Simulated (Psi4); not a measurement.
# One shape, several levels: SiNH4F (SMILES N[SiH2]F)

Wanted: a comparison of 6 runs (HF/3-21G, PBE0/def2-SVP, BLYP/def2-TZVP, PBE/def2-TZVP, SCS(N)-MP2/DZ, CCSD(T)/cc-pVDZ) of SiNH4F. 

The results are computed with Psi4 1.11.

## Step 1: Starting point

SiNH4F has 7 atoms, charge 0, and is taken as a singlet. As SMILES, `N[SiH2]F`. The shape is that of a PBE0-D4/def2-TZVP optimisation. This is one conformer, not always the lowest.

Bond lengths: N1–Si2 1.696 Å, Si2–F3 1.605 Å, N1–H4 1.006 Å, N1–H5 1.006 Å, Si2–H6 1.479 Å, Si2–H7 1.479 Å. Angles: N1–Si2–F3 114.6°, N1–Si2–H6 108.3°, N1–Si2–H7 108.3°, F3–Si2–H6 105.8°, F3–Si2–H7 105.8°, Si2–N1–H4 122.0°, Si2–N1–H5 122.0°, H6–Si2–H7 114.0°, H4–N1–H5 111.8°.

## Step 2: A single-point energy at HF/3-21G (run 1)

fh4nsi.xyz

```xyz
7
FH4NSi
N     -0.761500     0.339000    -0.625200
Si     0.531100    -0.115700     0.373400
F      0.515100    -1.653900     0.829800
H     -0.786600     0.105100    -1.603600
H     -1.682200     0.513500    -0.258400
H      0.455900     0.676200     1.620700
H      1.789400     0.068000    -0.382300
```

run.py

```python
import psi4

psi4.set_memory('1600 MB')
psi4.set_num_threads(1)
psi4.set_output_file('fh4nsi.out', False)

with open('fh4nsi.xyz') as f:
    atoms = ''.join(f.readlines()[2:])
geom = psi4.geometry('0 1\n' + atoms + 'symmetry c1\nno_reorient\nno_com')

psi4.set_options(dict(basis='3-21G', puream=True, e_convergence=1e-09, d_convergence=1e-08, scf_type='pk'))

result, w = psi4.energy("scf", molecule=geom, return_wfn=True)
psi4.oeprop(w, "WIBERG_LOWDIN_INDICES", "MULLIKEN_CHARGES", "MAYER_INDICES", title="SCF")
print(f'total energy {result:.8f} hartree = {result * 27.211386:.5f} eV')
```

Launch:

```console
$ python run.py
```

fh4nsi.out:

```text
[...]
  Running in c1 symmetry.
[...]
  Nuclear repulsion =  118.587946664010346
[...]
  Multiplicity = 1
[...]
  Nalpha       = 17
  Nbeta        = 17
[...]
    Number of basis functions: 39
[...]
   @RHF iter   1:  -442.77993399537240   -7.55679e-01   1.06976e-02 DIIS/ADIIS
[...]
   @RHF iter  10:  -442.85352367983768   -5.22959e-12   7.01048e-09 DIIS
[...]
    Orbital Energies [Eh]
    ---------------------
    Doubly Occupied:
       1A    -68.359159     2A    -26.117448     3A    -15.466191
       4A     -6.159375     5A     -4.256045     6A     -4.255802
       7A     -4.255668     8A     -1.546261     9A     -1.144568
      10A     -0.753858    11A     -0.672289    12A     -0.632393
      13A     -0.621696    14A     -0.621634    15A     -0.524955
      16A     -0.473926    17A     -0.422846
[...]
  @RHF Final Energy:  -442.85352367983768
   => Energetics <=
    Nuclear Repulsion Energy =            118.5879466640103459
    One-Electron Energy =                -850.3147100231417426
    Two-Electron Energy =                 288.8732396792937038
    Total Energy =                       -442.8535236798376786
[...]
 Multipole Moments:
 ------------------------------------------------------------------------------------
     Multipole            Electronic (a.u.)      Nuclear  (a.u.)        Total (a.u.)
 ------------------------------------------------------------------------------------
 L = 1.  Multiply by 2.5417464519 to convert [e a0] to [Debye]
 Dipole X            :        -12.8017630           12.3159121           -0.4858510
 Dipole Y            :         24.6252107          -24.1301019            0.4951089
 Dipole Z            :        -15.0168884           14.5429543           -0.4739341
 Magnitude           :                                                    0.8401176
[...]
  Mulliken Charges: (a.u.)
   Center  Symbol    Alpha    Beta     Spin     Total
       1     N     4.06295  4.06295  0.00000 -1.12590
       2    SI     6.25127  6.25127  0.00000  1.49747
       3     F     4.76301  4.76301  0.00000 -0.52603
       4     H     0.32814  0.32814  0.00000  0.34372
       5     H     0.32814  0.32814  0.00000  0.34372
       6     H     0.63324  0.63324  0.00000 -0.26648
       7     H     0.63325  0.63325  0.00000 -0.26650
   Total alpha = 17.00000, Total beta = 17.00000, Total charge = -0.00000
  Mayer Bond Indices:
[...]
```

Standard output:

```text
total energy -442.85352368 hartree = -12050.65817 eV
```

Wall time 2.6 s (1 thread of Intel Xeon Platinum 8488C (Sapphire Rapids), shared host); peak memory 0.18 GiB.

## Step 3: Energy and forces at PBE0/def2-SVP (run 2)

fh4nsi.xyz is that of step 2.

run.py

```python
import psi4

psi4.set_memory(1600000000)
psi4.set_num_threads(1)
psi4.set_output_file('run.log', False)

with open('fh4nsi.xyz') as f:
    atoms = ''.join(f.readlines()[2:])
mol = psi4.geometry('0 1\n' + atoms + 'symmetry c1')

options = {'basis': 'def2-SVP', 'puream': True, 'e_convergence': 1e-09, 'd_convergence': 1e-08, 'scf_type': 'pk', 'dft_radial_points': 99, 'dft_spherical_points': 590}
psi4.set_options(options)

e_tot, wfn = psi4.gradient("pbe0", return_wfn=True)
psi4.oeprop(wfn, "DIPOLE", "QUADRUPOLE", "LOWDIN_CHARGES", title="PBE0")
print('gradient / Eh bohr^-1')
print(e_tot.np.round(6))
print(f'energy = {wfn.energy():.10f} Eh')
for k, v in sorted(psi4.core.scalar_variables().items()):
    print(f'{k:45s} {v:18.10f}')
```

Launch:

```console
$ python run.py
```

run.log:

```text
[...]
  Running in c1 symmetry.
[...]
  Nuclear repulsion =  118.587946664010346
[...]
  Multiplicity = 1
[...]
  Nalpha       = 17
  Nbeta        = 17
[...]
    Number of basis functions: 66
[...]
   @RKS iter   1:  -445.86553437415040   -2.66435e-01   1.08691e-02 DIIS/ADIIS
[...]
   @RKS iter  10:  -446.07628840669406   -5.57066e-12   7.85234e-09 DIIS
[...]
  @RKS Final Energy:  -446.07628840669406
   => Energetics <=
    Nuclear Repulsion Energy =            118.5879466640103459
    One-Electron Energy =                -853.3240534427262673
    Two-Electron Energy =                 318.6254774353968173
    DFT Exchange-Correlation Energy =     -29.9656590633749502
    Empirical Dispersion Energy =           0.0000000000000000
    VV10 Nonlocal Energy =                  0.0000000000000000
    Total Energy =                       -446.0762884066940615
[...]
  -Total Gradient:
     Atom            X                  Y                   Z
    ------   -----------------  -----------------  -----------------
       1       -0.000116814008    -0.002271296197     0.000578216528
       2       -0.003934564309    -0.013517235211     0.001433510722
       3        0.000532057984     0.017995527440    -0.005109225003
       4        0.000300099300     0.001410738030     0.005995652503
       5        0.005664393630    -0.001044651593    -0.002099700258
       6       -0.000012788765    -0.001868291060    -0.002221135448
       7       -0.002461541153    -0.000774925167     0.001424593683
[...]
 Multipole Moments:
 ------------------------------------------------------------------------------------
     Multipole            Electronic (a.u.)      Nuclear  (a.u.)        Total (a.u.)
 ------------------------------------------------------------------------------------
 L = 1.  Multiply by 2.5417464519 to convert [e a0] to [Debye]
 Dipole X            :          0.7577860           -1.2795139           -0.5217278
 Dipole Y            :         -3.6551596            4.0745897            0.4194302
 Dipole Z            :          1.6140218           -2.0888265           -0.4748046
 Magnitude           :                                                    0.8207076
 L = 2.  Multiply by 1.3450342976 to convert [e a0^2] to [Debye ang]
 Quadrupole XX       :        -73.7594458           57.2035148          -16.5559310
 Quadrupole XY       :         29.7536749          -30.1627963           -0.4091214
[...]
```

Standard output:

```text
gradient / Eh bohr^-1
[[-1.1700e-04 -2.2710e-03  5.7800e-04]
 [-3.9350e-03 -1.3517e-02  1.4340e-03]
 [ 5.3200e-04  1.7996e-02 -5.1090e-03]
 [ 3.0000e-04  1.4110e-03  5.9960e-03]
 [ 5.6640e-03 -1.0450e-03 -2.1000e-03]
 [-1.3000e-05 -1.8680e-03 -2.2210e-03]
 [-2.4620e-03 -7.7500e-04  1.4250e-03]]
energy = -446.0762884067 Eh
CURRENT ENERGY                                   -446.0762884067
CURRENT REFERENCE ENERGY                         -446.0762884067
DD SOLVATION ENERGY                                 0.0000000000
DFT FUNCTIONAL TOTAL ENERGY                      -446.0762884067
DFT TOTAL ENERGY                                 -446.0762884067
DFT VV10 ENERGY                                     0.0000000000
DFT XC ENERGY                                     -29.9656590634
GRID ELECTRONS ALPHA                               16.9999981363
GRID ELECTRONS BETA                                16.9999981363
GRID ELECTRONS TOTAL                               33.9999962726
NUCLEAR REPULSION ENERGY                          118.5879466640
ONE-ELECTRON ENERGY                              -853.3240534427
PCM POLARIZATION ENERGY                             0.0000000000
PE ENERGY                                           0.0000000000
SCF ITERATION ENERGY                             -446.0762884067
SCF ITERATIONS                                     10.0000000000
SCF TOTAL ENERGY                                 -446.0762884067
TWO-ELECTRON ENERGY                               318.6254774354
XC GRID RADIAL POINTS                              99.0000000000
XC GRID SPHERICAL POINTS                          590.0000000000
XC GRID TOTAL POINTS                           390552.0000000000
```

Run time: 17 s. Hardware: 1 thread of Intel Xeon Platinum 8488C (Sapphire Rapids), shared host; peak memory 0.89 GiB.

Runs 3 to 5 aren't shown in full; the table further down has their settings and results.

## Step 4: The energy at CCSD(T)/cc-pVDZ (run 6)

fh4nsi_ase.py

```python
import numpy as np
from ase.calculators.psi4 import Psi4
from ase import Atoms

a = Atoms(['N', 'Si', 'F', 'H', 'H', 'H', 'H'], positions=[
    [-0.761500, 0.339000, -0.625200],
    [0.531100, -0.115700, 0.373400],
    [0.515100, -1.653900, 0.829800],
    [-0.786600, 0.105100, -1.603600],
    [-1.682200, 0.513500, -0.258400],
    [0.455900, 0.676200, 1.620700],
    [1.789400, 0.068000, -0.382300],
])
calc = Psi4(atoms=a, method='ccsd(t)', basis='cc-pVDZ', memory='1600MB', num_threads=1, charge=0, multiplicity=1, label='fh4nsi')
calc.psi4.set_options({'puream': True, 'e_convergence': 1e-09, 'd_convergence': 1e-08, 'scf_type': 'pk', 'num_frozen_docc': 7})
a.calc = calc

print(f'energy: {a.get_potential_energy():.6f} eV')
```

Launch:

```console
$ python fh4nsi_ase.py
```

fh4nsi.dat:

```text
[...]
  Running in c1 symmetry.
[...]
  Nuclear repulsion =  118.587946664010346
[...]
  Multiplicity = 1
[...]
  Nalpha       = 17
  Nbeta        = 17
[...]
    Number of basis functions: 66
[...]
   @RHF iter   1:  -445.13842267376208   -6.84469e-01   7.01658e-03 ADIIS/DIIS
[...]
   @RHF iter  11:  -445.23626057542617   -2.84217e-12   2.96024e-09 DIIS
[...]
    Orbital Energies [Eh]
    ---------------------
    Doubly Occupied:
       1A    -68.832180     2A    -26.268542     3A    -15.551307
       4A     -6.174345     5A     -4.282286     6A     -4.280771
       7A     -4.280184     8A     -1.570319     9A     -1.149429
      10A     -0.760431    11A     -0.675836    12A     -0.650965
      13A     -0.643892    14A     -0.642554    15A     -0.530500
      16A     -0.474915    17A     -0.429128
[...]
  @RHF Final Energy:  -445.23626057542617
   => Energetics <=
    Nuclear Repulsion Energy =            118.5879466640103459
    One-Electron Energy =                -853.2532487279255520
    Two-Electron Energy =                 289.4290414884890197
    Total Energy =                       -445.2362605754261722
[...]
 Multipole Moments:
 ------------------------------------------------------------------------------------
     Multipole            Electronic (a.u.)      Nuclear  (a.u.)        Total (a.u.)
 ------------------------------------------------------------------------------------
 L = 1.  Multiply by 2.5417464519 to convert [e a0] to [Debye]
 Dipole X            :          0.7981158           -1.2795139           -0.4813981
 Dipole Y            :         -3.5570272            4.0745897            0.5175625
 Dipole Z            :          1.6110629           -2.0888265           -0.4777636
 Magnitude           :                                                    0.8531548
[...]
      * MP2 total energy                      = -445.696405094956901
[...]
      * CCSD total energy                     = -445.724885299246921
[...]
      * CCSD(T) total energy                  = -445.734166133978476
```

The script printed:

```text
energy: -12129.044459 eV
```

Run time: 15 s. Hardware: 1 thread of Intel Xeon Platinum 8488C (Sapphire Rapids), shared host; peak memory 0.34 GiB.

## Step 5: Overview of the runs

| run | level | task | integration grid | energy (Eh) | dipole moment (D) | HOMO energy (eV) | LUMO energy (eV) | wall time |
| --- | --- | --- | --- | --- | --- | --- | --- | --- |
| 1 | HF/3-21G | energy | – | -442.853524 | 2.14 | -11.51 | 5.60 | 2.6 s |
| 2 | PBE0/def2-SVP | gradient | 99 radial × 590 angular | -446.076288 | 2.09 | -7.92 | 1.36 | 17 s |
| 3 | BLYP/def2-TZVP | energy | 99 radial × 590 angular | -446.634316 | 1.97 | -6.52 | -0.24 | 35 s |
| 4 | PBE/def2-TZVP | gradient | 99 radial × 590 angular | -446.346394 | 1.99 | -6.65 | -0.24 | 44 s |
| 5 | SCS(N)-MP2/DZ (ZORA, density fitting, Cartesian functions) | energy | – | -446.401483 | – | -11.87 | 4.74 | 9.9 s |
| 6 | CCSD(T)/cc-pVDZ | energy | – | -445.734166 | – | -11.68 | 4.50 | 15 s |

## Step 6: What came out

```
                                          quantity          value
                               run 6: total energy  -445.73417 Eh
        run 6: HOMO energy (Hartree–Fock orbitals)      -11.68 eV
        run 6: LUMO energy (Hartree–Fock orbitals)        4.50 eV
      run 6: HOMO–LUMO gap (Hartree–Fock orbitals)       16.18 eV
run 6: correlation energy (7 core orbitals frozen)     -497.9 mEh
                             run 6: (T) correction      -9.28 mEh
                              run 6: T1 diagnostic          0.011
```

Over runs 1, 2, 3, 4 the dipole moment (its size) runs from 1.97 D (BLYP/def2-TZVP) to 2.14 D (HF/3-21G). The two ends differ in method and basis. Over runs 1, 2, 3, 4 the HOMO–LUMO gap runs from 6.28 eV (BLYP/def2-TZVP) to 17.11 eV (HF/3-21G). Totals of different functionals can't be ranked against each other. Some runs of one species differ in core potentials or relativity; totals across that change don't compare. All runs together took 2 min, the longest 44 s.
